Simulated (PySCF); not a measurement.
## Rotational lines of SiS

Lines J+1 ← J of the vibrational ground state, computed from RHF-CCSD(T) constants of SiS, ¹Σ⁺ (singlet), closed shell (PySCF, no relativity, basis sets Si 6-31G(d,p), S 6-31G(d,p); masses 27.9769 and 31.9721 u), in MHz:

```json
{"J": "2", "ν (MHz)": "53265.0"}
{"J": "3", "ν (MHz)": "71019.4"}
{"J": "4", "ν (MHz)": "88773.2"}
{"J": "5", "ν (MHz)": "106526.3"}
{"J": "6", "ν (MHz)": "124278.6"}
```

Task: Find B0 and the effective bond length r0; with αe = 0.00145 cm⁻¹, find Re.

Result: ν = 2B0(J+1) − 4D(J+1)³ gives B0 = 0.29613 cm⁻¹. With the reduced mass μred = 14.921 u, r0 = √(16.8576/(μred·B0)) (u, cm⁻¹, Å) = 1.9533 Å. Be = B0 + αe/2 = 0.29685 cm⁻¹ gives Re = 1.951 Å.

Correlated steps freeze 10 core orbitals. Correlated levels converge slowly with the basis: in double zeta they bind strong bonds too weakly, by up to about 1 eV, and carry superposition errors of some tenths. Where the molecule has an RHF reference, its open-shell atoms are computed with UHF. The CCSD T1 diagnostic is raised, a sign that a single reference may not be enough here.
